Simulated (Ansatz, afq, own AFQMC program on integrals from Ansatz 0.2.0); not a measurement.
# AlBH, doublet in 6-31G, levels against full CI

```xyz
3

B     0.0000   -0.0995    0.5852
Al    0.0000   -0.0184   -2.3467
H     0.0000    0.1178    1.7615
```

Connectivity, by distances: BH ··· Al.

Basis 6-31G. Noble-gas cores (and the filled d shells of Ga–Kr and In–Xe) are frozen. AFQMC by an in-house program on the Cholesky factors that Ansatz 0.2.0 writes for its CCSD(T) run. The CISD trial takes its coefficients from CCSD amplitudes. Released means that phaseless walkers are propagated on without the constraint, phases kept. Uncertainties: one standard error, sampling alone.

Determinant: UHF, the one that the program's search chose, which needn't be the lowest solution. The geometry is a point of a scan.

Full CI on the same integrals is exact in this basis and with this determinant's frozen core.

Cautions: strong correlation (T1 0.090, weight of the determinant 0.78, largest double 0.14); unrestricted determinant spin contaminated (⟨S²⟩ 0.94 against 0.75); the released energies are still falling, so no released level is given (meV from the phaseless value at times in 1/Eh: -5 ± 4 at 0.24, -14 ± 5 at 0.51, -18 ± 4 at 0.99, -25 ± 3 at 1.62, -33 ± 4 at 2.40).

```
T1 diagnostic                               : 0.0903
weight of the determinant in the CISD state : 0.775
⟨S²⟩ of the determinant                     : 0.945
size of the correlated space                : 7 electrons in 18 orbitals
```

```
  level  correlation energy (eV)
    MP2                  -1.6265
   CCSD                  -2.6235
CCSD(T)                  -2.7080
```

(1) Estimate where full CI lies against CCSD(T) on the same integrals.

(1) 7.7 kJ/mol below CCSD(T).

Reference: full CI, correlation energy -2.788 eV. The cautions show a poor starting determinant, so the rows tell how each method copes with it here, and full CI is the sure value.

| level | E − E(reference) (kJ/mol) | share of correlation (%) |
| --- | --- | --- |
| CCSD(T) | 7.7 | 97.15 |
| CCSDT | 1.0 | 99.62 |
| CCSDT(Q) | 0.0 | 99.99 |
| CCSDTQ | 0.0 | 99.98 |
| ph-AFQMC/CISD | 5.7 ± 0.4 | 97.88 |

CCSDT and higher add their correlation energy to the determinant of the CCSD(T) run, since their own runs factorise the integrals more tightly (a shift of under 2 meV). A walk keeps the symmetry of its determinant, which the program's search chose and which needn't be the lowest solution, so a lower state of the same spin and another symmetry isn't excluded.
